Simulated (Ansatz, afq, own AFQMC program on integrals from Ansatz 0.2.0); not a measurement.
## Where AFQMC and coupled cluster stand for BCN, triplet

```xyz
3

B     0.0000    0.0000    2.5389
C     0.0000    0.0000   -0.6851
N     0.0000    0.0000   -1.8539
```

Connectivity, by distances: B ··· C–N.

Basis cc-pVDZ. Only valence electrons are correlated. Ansatz 0.2.0 and our own AFQMC program on the same integrals; the CISD trial comes from CCSD amplitudes, and released means the phaseless constraint is let go. Error bars are statistical, one sigma.

Determinant: ROHF, the one that the program's search chose, which needn't be the lowest solution. The geometry is a point of a scan.

No full CI on the walks' own integrals is used here; CCSDT(Q) serves as the reference and is uncertain by about the last step of the cluster series.

Cautions: lower spins were not checked; higher spins were not checked; a spin-contaminated unrestricted determinant lies lower (UHF 548 meV lower, ⟨S²⟩ 2.41); strong correlation (T1 0.051, weight of the determinant 0.79, largest double 0.12).

The T1 diagnostic is 0.0515, the weight of the determinant in the CISD state is 0.787 and the size of the correlated space is 12 electrons in 39 orbitals.

```tsv
level	correlation energy (eV)
MP2	-8.4517
CCSD	-9.3501
CCSD(T)	-9.7586
```

(1) Estimate where phaseless AFQMC with a CISD trial lies against CCSD(T) on the same integrals.

(1) 2.9 ± 3.8 kJ/mol above CCSD(T). The gap is under twice the noise, so this walk alone can't tell the two apart.

Reference: CCSDT(Q), correlation energy -9.841 eV. The released energy is read at 2.40 1/Eh (meV from the phaseless value at times in 1/Eh: -38 ± 48 at 0.24, -101 ± 43 at 0.51, -95 ± 45 at 0.99, -73 ± 78 at 1.62, -69 ± 78 at 2.40).

```
         level  E − E(reference) (kJ/mol)  share of correlation (%)
       CCSD(T)                        7.9                     99.16
         CCSDT                        4.2                     99.55
   ph-AFQMC/HF                47.0 ± 10.5                     95.05
 ph-AFQMC/CISD                 10.9 ± 3.8                     98.86
released AFQMC                  4.2 ± 7.6                     99.56
```

A walk keeps the symmetry of its determinant, which the program's search chose and which needn't be the lowest solution, so a lower state of the same spin and another symmetry isn't excluded. Released energies are given only where the last usable release times agree within the noise; a slower fall can still hide under it.
